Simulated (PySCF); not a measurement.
Na2, SMILES [Na][Na]. Atoms are numbered in the order given.

```xyz
2

Na     0.0000     0.0000    -1.5471
Na     0.0000     0.0000     1.5471
```

The structure is a stationary point at PBE-D3(BJ)/def2-TZVPD.

Method: TDA-PBE/def2-TZVPD in PySCF.

Vertical excitations; the highest root listed may be one member of a degenerate set.  State labels are in the subgroup D2h.

| state | symmetry | energy (eV) | λ (nm) | f | main pairs |
|---|---|---|---|---|---|
| S1 | B1u | 2.29 | 542 | 0.984 | HOMO→LUMO 88 % |
| S2 | B2u | 2.68 | 463 | 0.632 | HOMO→LUMO+1 (degenerate set) |
| S3 | B3u | 2.68 | 463 | 0.632 | HOMO→LUMO+2 (degenerate set) |
| S4 | Ag | 2.86 | 434 | 0.000 | HOMO→LUMO+3 88 % |
| S5 | B3g | 3.03 | 409 | 0.000 | HOMO→LUMO+5 (degenerate set) |
| S6 | B2g | 3.03 | 409 | 0.000 | HOMO→LUMO+4 (degenerate set) |
| S7 | B1u | 3.53 | 351 | 0.158 | HOMO→LUMO+6 90 % |
| S8 | B2u | 3.88 | 319 | 0.200 | HOMO→LUMO+8 (degenerate set) |
| S9 | B3u | 3.88 | 319 | 0.200 | HOMO→LUMO+9 (degenerate set) |
| S10 | Ag | 3.91 | 317 | 0.000 | HOMO→LUMO+10 53 %, HOMO→LUMO+7 43 % |
| T1 | B1u | 0.93 | 1330 | 0 | HOMO→LUMO 100 % |
| T2 | B2u | 1.63 | 759 | 0 | HOMO→LUMO+1 (degenerate set) |
| T3 | B3u | 1.63 | 759 | 0 | HOMO→LUMO+2 (degenerate set) |
| T4 | Ag | 2.17 | 572 | 0 | HOMO→LUMO+3 98 % |
Triplets are in the Tamm–Dancoff approximation.
